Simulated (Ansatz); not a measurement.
# Co (Co, hcp): the cost of one run

Computed with Ansatz 0.2.0 (DFT, r2SCAN, plane waves (500 eV) with PAW, scalar-relativistic, unless a step's input says otherwise).

## Step 1: Starting point

The structure is hexagonal, space group P6_3/mmc (No. 194). Conventional cell: a = 2.507 Å, b = 2.507 Å, c = 4.069 Å, α = 90.00°, β = 90.00°, γ = 120.00°. Co (site symmetry -6m2) is surrounded by 12 Co at 2.50 to 2.51 Å.

As a file:

```
Co
1.0
     2.50710    0.00000    0.00000
    -1.25355    2.17121    0.00000
     0.00000    0.00000    4.06860
Co
2
Cartesian
  0.0000 1.4475 1.0171
  1.2535 0.7237 3.0514
```

## Step 2: Relax

The input, input.yaml:

```yaml
crystal:
  lattice:
    - [2.5070990085, 0.0, 0.0]
    - [-1.2535495042, 2.1712114311, 0.0]
    - [0.0, 0.0, 4.0686]
  atoms:
    - { symbol: Co, position: [0.3333333333, 0.6666666667, 0.25], spin: 1.7 }
    - { symbol: Co, position: [0.6666666667, 0.3333333333, 0.75], spin: -1.7 }
hamiltonian:
  xc: r2scan
  pseudopotentials:
    kind: paw
    azcp:
      Co: "pseudopotentials/Co.paw.azcp"
basis:
  ecutwfc: 500
  fft_grid_basis: typed
kpoints:
  mp_grid: { grid: [14, 14, 8], shift: [0, 0, 0] }
magnetization:
  spin_polarized: true
scf:
  occupations: { method: fermi_dirac, width: 0.05 }
relax:
  max_steps: 60
  f_tol: 0.01
  cell: {}
```

Q: Estimate wall time and peak memory on 1 thread of an x86-64 CPU, shared host.

About 5 min, with a peak of 0.66 GiB.
